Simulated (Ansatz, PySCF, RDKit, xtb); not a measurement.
# Which structure has the formula Si2HO−?

Only the formula Si2HO− is given (charge -1). Aim: find the structure of lowest free energy at 298.15 K, then its properties.

Plan: many cheap relaxations first (GFN2-xTB), then density-functional screening, relaxation at r2SCAN-D4/def2-SVPD, vibrations and a final energy. The numbers are computed, not measured.

6 further runs of the same task are left out: 6 set aside as unsound or not needed.

### Step 1. Candidates

A program enumerates the bonding patterns with one Lewis structure each (two rings at most, one unusual centre or charged pair), with their diastereomers. O–O, O–halogen and N–halogen bonds and N–N–N chains are not drawn. That gives 5 candidates.

```tsv
label	SMILES	spin
c173	[O-][SiH]=[Si]	triplet
c381	O[Si]#[Si-]	singlet
c505	O1[Si-]=[SiH]1	singlet
c748	[O-][Si]#[SiH]	singlet
c773	[O-][SiH]=[Si]	singlet
```

Candidates are built by distance geometry, with a force field where one applies, in up to four conformers (letters a to d). 16 starts with atoms placed at random are added, to find patterns that the rules miss.

**Question.** With final energies at CCSD(T)/def2-TZVPPD, which structure will this search put lowest in free energy, and by what margin?

| quantity | value |
| --- | --- |
| lowest structure found | [O-][Si]#[SiH], singlet, Cs |
| next finalist | [O][SiH][Si] ‡, triplet, 11.3 kcal/mol higher in G |
| share at equilibrium, among the finalists | 100.0 % |
| harmonic wavenumbers, lowest and highest (r2SCAN-D4/def2-SVPD) | 209 and 1735 cm⁻¹ |
| rotational constants, same geometry | 8.067, 0.1107, 0.1092 cm⁻¹ |
| HOMO energy (PBE0/def2-TZVPD) | -0.44 eV |
| LUMO energy (PBE0/def2-TZVPD) | 3.07 eV |
| HOMO–LUMO gap (to an unbound level, set by the basis) (PBE0/def2-TZVPD) | 3.51 eV |
| lowest excitation (TD-CAM-B3LYP/def2-SVPD) | 2.32 eV (f = 0.026) |
| strongest of the states computed, same level | 5.31 eV (f = 0.194) |
| lowest triplet excitation, same level, Tamm-Dancoff | 1.91 eV |
| vertical detachment energy | 2.27 eV |
| vertical triplet less singlet | +1.85 eV |

`[O-][Si]#[SiH]` comes out lowest. Among the finalists first place is clear (11.3 kcal/mol); structures outside the list aren't covered. r2SCAN-D4/def2-SVPD, relaxed and MP2/def2-TZVPPD already put its bonding pattern lowest among the structures in one piece; HF/def2-TZVPPD favours the triplet [O][SiH][Si] ‡. A large T1 diagnostic among the finalists warns that one reference determinant may not suffice. It concerns: the winner; the finalist [Si][O][SiH] ‡ (triplet). In an anion, excitations above the detachment energy lie in the continuum and hang on the basis, so they needn't be bound states. Lowest found is not proven lowest: the search is finite, and each finalist counts with one conformer.

‡ marks the bonded skeleton alone, with all bonds drawn single: no Lewis structure was assigned that passes a check against the bond lengths.
